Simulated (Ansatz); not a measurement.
**How far each method lies from RCCSDTQ for ZnS, singlet**

Geometry: a PBE0/def2-TZVP stationary point for this spin.

```xyz
2

Zn    0.0000    0.0000    0.0000
S     0.0000    0.0000    2.0560
```

Basis def2-SVP; Ansatz 0.2.0. Only valence electrons are correlated (noble-gas cores frozen), which leaves 18 electrons in 35 orbitals. Prefix R: restricted or restricted open-shell reference; prefix U: unrestricted. Active spaces: valence = (18e, 10o) chosen from the atoms' valence shells. No spin–orbit coupling is included, and no scalar relativity. The metal's outer-core shells are frozen, which leaves out core–valence correlation.

Full CI isn't at hand for all of this; RCCSDTQ serves as the reference, and is uncertain by about the last step of the cluster series. The frozen core follows each run's orbitals, which can shift R against U totals by a few meV for light atoms and by up to 0.1 eV past Ca.

* UHF ⟨S²⟩: 1.012
* T1 diagnostic (RCCSD): 0.0218
* largest doubles amplitude (RCCSD): 0.144

```tsv
level	E − E(RCCSDTQ) (kcal/mol)	share of correlation (%)	wall time
RHF	269.38	0.00	–
RMP2	5.11	98.10	–
CISD	34.49	87.20	1.7 s
RCCSD	9.82	96.36	–
RCCSD(T)	0.02	99.99	1.6 s
RCCSDT	0.03	99.99	–
RCCSDT(Q)	0.05	99.98	8.5 s
CASSCF (valence space)	253.59	5.86	–
NEVPT2 (valence space)	35.62	86.78	1.3 s
MRCISD (valence space)	28.34	89.48	–
MRCISD+Q (valence space)	8.39	96.88	3.8 s (H100)
```

The correlation energy at RCCSDTQ, counted from RHF, is -11.681 eV. That run took 47 s on 2 threads of AMD EPYC 7R13 with a shared H100 80 GB, shared host.

Run but not shown, since their state or frozen core can't be matched to the reference's or they repeat it: UHF.

Times hold each run's SCF and search for its determinant on a shared host, so for small cases they say little of a method's own cost; rows without a card ran on 1 thread of AMD EPYC 7R13.

Natural occupations of CASSCF (valence space) about the gap: 2.000 1.999 1.999 1.999 1.870 0.133; effectively unpaired electrons, Σ n²(2−n)², 0.12.

Atomization energy (electronic, same basis, no zero-point term; atoms at the same level, unrestricted beside the R rows where the molecule is a closed shell, but restricted open-shell past Ca, as are all atoms' steps beyond CCSDT(Q)) at RCCSDTQ: 66.6 kJ/mol. Errors of other levels:

```tsv
level	error (kJ/mol)
RHF	-117.2
RMP2	18.9
CISD	-75.4
RCCSD	-19.9
RCCSD(T)	-2.4
RCCSDT	-1.7
RCCSDT(Q)	0.8
```

This basis is far from its limit, so the value isn't to be set against a measured one. Truncated CI isn't size-consistent, which counts against it in atomization.
